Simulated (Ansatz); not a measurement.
This geometry of BH5S (7 atoms, charge 0, multiplicity 1) is a first-order saddle point.

All numbers below come from RKS PBE/def2-SVP in Ansatz.

```xyz
7
Properties=species:S:1:pos:R:3
B -0.026 -0.212 0.081
H -0.272 0.153 1.282
H 1.021 0.305 -0.249
H -1.041 -0.142 -0.578
S 0.491 -2.208 0.344
H -0.775 -2.711 0.394
H 0.066 -1.023 1.269
```

(1) Which two structures does it join? (They come from a converged band through this point; their orientation in space is the band's.)

(2) How far does it lie above each of them?

Answers

(1) Bonds broken: B1–H2, S5–H7. Bonds formed: H2–H7. BH5S becomes BH3S + H2.

Initial state:

```xyz
7
Properties=species:S:1:pos:R:3
B 0.027 -0.021 0.075
H 0.345 0.679 1.030
H 0.868 -0.032 -0.816
H -1.140 0.042 -0.278
S 0.322 -1.824 0.864
H -0.222 -2.688 -0.046
H -0.735 -1.993 1.715
```

Final state:

```xyz
7
Properties=species:S:1:pos:R:3
B 0.066 -0.471 -1.043
H -0.250 -0.364 3.531
H 0.975 0.298 -1.272
H -1.062 -0.301 -1.453
S 0.498 -1.885 -0.054
H -0.723 -2.494 -0.002
H -0.040 -0.620 2.836
```

(2) 12.0 kcal/mol above the first and 15.6 kcal/mol above the second. This is the barrier of this one path; another mechanism may lie lower. The orbitals stay closed-shell, which can raise the energy where a bond breaks towards radicals; this wasn't checked here.

The run took 59 s on 1 thread of Intel(R) Xeon(R) 6975P-C (Granite Rapids) (shared host), peak memory 0.13 GiB.
